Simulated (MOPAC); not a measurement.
MOPAC input (PM6):

```
PM6 1SCF CHARGE=-1 GEO-OK AUX(PRECISION=9) THREADS=1
C3H7O

O     0.04506196 1   -0.76326742 1   -0.00033480 1
C     0.02554004 1    0.62401008 1    0.00008452 1
C     1.39881450 1   -1.38514142 1   -0.00460205 1
C    -1.41891819 1    1.12299125 1    0.00459498 1
H     0.56425370 1    1.02806812 1    0.88086636 1
H     0.55890179 1    1.02852619 1   -0.88373893 1
H     1.91752030 1   -0.92164996 1   -0.88283989 1
H     1.92283869 1   -0.92210516 1    0.87071378 1
H    -1.94842248 1    0.75240963 1   -0.87706723 1
H    -1.94306535 1    0.75195111 1    0.88926030 1
H    -1.46514037 1    2.21777999 1    0.00501936 1
```

Q: What heat of formation does the run end on, and which ionisation energy by Koopmans theorem?

A: -4.94 kcal/mol; 1.29 eV.
